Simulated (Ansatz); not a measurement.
Process, species as SMILES: NC=O + 3 [H][H] (H2) → C (CH4) + N (NH3) + O (H2O)
B3LYP-D3(BJ)/def2-TZVP geometries, fixed; electronic energies without zero-point terms.
Largest species:
```
C
O 1 1.2093
N 1 1.3564 2 124.95
H 3 1.0045 1 121.30 2 180.00
H 3 1.0072 4 119.31 1 180.00
H 1 1.1056 2 122.73 3 180.00
```
Charge 0, spin multiplicity 1.

Effect of the final integration grid (spheres per factor e of radius in core and valence, angular degree) at PBE/cc-pVTZ with Ansatz (a quantum-chemistry and plane-wave program), against the last row, where the energy of full hydrogenation is -46.62 kcal/mol. Species with rotatable bonds are taken in one conformer. The default's grid is 13, 11, 36.

```
setting                     largest shift of a total energy (mEh)  shift of the energy of full hydrogenation (kcal/mol)
--------------------------  -------------------------------------  ----------------------------------------------------
accuracy: medium (default)                                  0.000                                                 0.000
final_grid: 4, 3, 11                                       -1.937                                                 0.365
final_grid: 6, 5, 17                                       -0.172                                                 0.125
final_grid: 8, 7, 23                                       -0.039                                                -0.017
final_grid: 10, 9, 29                                      -0.004                                                -0.004
final_grid: 18, 15, 47                                      0.000                                                 0.000
final_grid: 26, 22, 59                                      0.000                                                 0.000
```

Within 0.02 kcal/mol in the energy of full hydrogenation: accuracy: medium (default); final_grid: 8, 7, 23; final_grid: 10, 9, 29; final_grid: 18, 15, 47. The largest shift is 1.937 mEh in a total energy and 0.365 kcal/mol in the difference.
